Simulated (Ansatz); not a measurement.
Abridged output of a molecular run in Ansatz:

```
Functional definition: HF
1559 factors; integrals over basis functions are off by at most 1.0e-3 eV
mean field evaluation 1: about -19165.0172 eV, gradient 4.5e1 eV
mean field evaluation 2: about -19165.3410 eV, gradient 4.5e1 eV
mean field evaluation 4: about -19169.4076 eV, gradient 4.3e0 eV
mean field evaluation 8: about -19169.4777 eV, gradient 4.2e-1 eV
mean field evaluation 16: about -19169.4785 eV, gradient 2.1e-6 eV
mean field -19169.47850089 eV, -704.4653413684 hartree, gradient 2.1e-6 eV, S^2 0.000000; 0 other end points of the search recorded, 0 dependent functions left out; unrestricted orbitals would lower it
10 core orbitals not correlated: weight in the atoms' cores, before any rotation towards them, 1.000 or more for the frozen orbitals, at most 0.000 for the correlated occupied ones
reference -19169.47850089 eV, -704.4653413684 hartree; 18, 18 occupied and 225, 225 virtual orbitals, 1559 factors
second order -32.33007910 eV of doubles, -0.00000000 eV of singles
cycle   1  -32.19098787 eV  change    1.4e-1 eV  update   1.3e-1
cycle   2  -32.95351989 eV  change   -7.6e-1 eV  update   3.9e-2
cycle   3  -33.14205602 eV  change   -1.9e-1 eV  update   2.1e-2
cycle   4  -33.12286160 eV  change    1.9e-2 eV  update   5.8e-3
cycle   5  -33.11956180 eV  change    3.3e-3 eV  update   3.0e-3
cycle   6  -33.12151835 eV  change   -2.0e-3 eV  update   1.1e-3
cycle   7  -33.12148387 eV  change    3.4e-5 eV  update   4.7e-4
cycle   8  -33.12118256 eV  change    3.0e-4 eV  update   2.1e-4
cycle   9  -33.12130064 eV  change   -1.2e-4 eV  update   1.3e-4
cycle  10  -33.12130650 eV  change   -5.9e-6 eV  update   8.7e-5
cycle  11  -33.12124154 eV  change    6.5e-5 eV  update   5.0e-5
cycle  12  -33.12130504 eV  change   -6.4e-5 eV  update   2.2e-5
cycle  13  -33.12130064 eV  change    4.4e-6 eV  update   7.3e-6
perturbative correction -1.40748558 eV, -0.0517241411 hartree
Total energy: -19204.00728711 eV, -705.7342508577 hartree
```

Its atoms:

Cartesian coordinates in Å:
```
N -0.583 -0.009 1.254
C 0.227 -0.145 0.113
O 0.297 -1.492 -0.186
F 1.520 0.315 0.314
C -0.402 0.613 -1.046
S 0.232 1.839 -1.853
H -0.569 0.939 1.602
H -0.292 -0.658 1.974
H 0.952 -1.603 -0.883
H -1.382 0.201 -1.289
```

(1) Which basis set was used?
A. def2-TZVPP
B. def2-SVP
C. def2-QZVPP
D. cc-pV(D+d)Z

(2) Write the keys of the input that set method, charge and spin (a neutral closed shell needs none for the last two).

## Answers

(1) A. It gives 253 functions.

(2) 
```yaml
correlation: {method: ccsd_t}
```
